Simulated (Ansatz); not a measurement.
The pair A = C2H4 (SMILES C=C) (first 6 atoms), B = CH2O (SMILES C=O); geometry from A24 set.
(charge 0, multiplicity 1):
```xyz
10

C      0.0000    -0.5980     1.4774
C      0.0000     0.4213     2.3396
H      0.9211    -1.0296     1.1065
H     -0.9211    -1.0296     1.1065
H     -0.9239     0.8512     2.7069
H      0.9239     0.8512     2.7069
O      0.0000    -0.5188    -1.8285
C      0.0000     0.6862    -1.7371
H      0.0000     1.3308    -2.6319
H      0.0000     1.1890    -0.7565
```

Frozen-core correlation. MP2 and its Hartree–Fock in aug-cc-pVTZ are density fitted.

Run with Ansatz (Gaussian basis) for Hartree–Fock, density functionals and correlated methods. 

The counterpoise-corrected interaction energy is E(AB) − E(A in the pair's basis) − E(B in the pair's basis). Total energies (hartree):

```tsv
level	AB	A in the pair's basis	B in the pair's basis
HF/aug-cc-pVDZ	-191.9290400	-78.0437505	-113.8852194
MP2/aug-cc-pVDZ	-192.5502731	-78.3292170	-114.2189292
HF/aug-cc-pVTZ	-191.9781703	-78.0645494	-113.9135812
MP2/aug-cc-pVTZ	-192.7236754	-78.4046949	-114.3164771
CCSD(T)/aug-cc-pVDZ	-192.6168198	-78.3695776	-114.2452193
```

Work out the counterpoise-corrected interaction energy at the basis-set limit: extrapolate the MP2 correlation part as X⁻³, take Hartree–Fock from the larger set, and add the CCSD(T) − MP2 difference of aug-cc-pVDZ.


1. Differences (1 hartree = 627.509 kcal/mol): HF/aug-cc-pVDZ -0.044; MP2/aug-cc-pVDZ -1.335; HF/aug-cc-pVTZ -0.025; MP2/aug-cc-pVTZ -1.571; CCSD(T)/aug-cc-pVDZ -1.269.
2. Correlation parts, MP2 less HF: -1.291 in aug-cc-pVDZ (X = 2), -1.546 in aug-cc-pVTZ (X = 3).
3. Limit (3³·(-1.546) − 2³·(-1.291))/(3³ − 2³) = -1.653; with HF/aug-cc-pVTZ it gives -1.678.
4. CCSD(T) less MP2 in aug-cc-pVDZ: 0.065.
Result: -1.61 kcal/mol, against -1.33 at MP2/aug-cc-pVDZ. It is an estimate of this method's limit, not of the exact value.

Ansatz is a program for electronic structure.
